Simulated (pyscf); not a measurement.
Single points on ωB97X-D3(BJ)/def2-SVP structures (PySCF, gas phase). Correlated levels are frozen-core, on RHF or UHF. ΔMP2 is the change of the MP2 total energy from the triple- to the quadruple-zeta basis.

Problem. Estimate the classical barrier height and the reaction energy of `[F][SiH2][F]` + `[SiH2]` [singlet] -> `[F][SiH]` [singlet] + `[F][SiH3]` at CCSD(T)/def2-TZVPP + ΔMP2(QZVPP). The step runs on the singlet surface, breaks F–Si, H–Si and forms F–Si, H–Si; take the separated reactants as zero.

Solution. ΔE‡ = 22.5 kJ/mol, ΔE = -8.5 kJ/mol. Zero-point energy shifts the barrier by +13.0 kJ/mol. It is a four-centre exchange, with an imaginary mode of 161i cm⁻¹. On the reactant side the descent ends in an adduct with a F–Si contact, 39.9 kJ/mol under the separated species and 37.3 kJ/mol under the saddle at ωB97X-D3(BJ)/def2-TZVP. On the product side the descent ends in an adduct with a Si–Si, H–Si contact, 48.3 kJ/mol under the separated species and 58.9 kJ/mol under the saddle at ωB97X-D3(BJ)/def2-TZVP. What is counted as formed (F–Si) is already present as a longer contact in the reactant adduct; forming that adduct is a step of its own. What is counted as broken (H–Si) persists as a longer contact in the product adduct; parting that adduct is a step of its own. At ωB97X-D3(BJ)/def2-TZVP the barrier from the zero used here is -2.6 kJ/mol. This is the saddle that the search found; another between the same sides may lie lower. The CCSD(T) − MP2 part came from Ansatz, without density fitting, on the same reference.
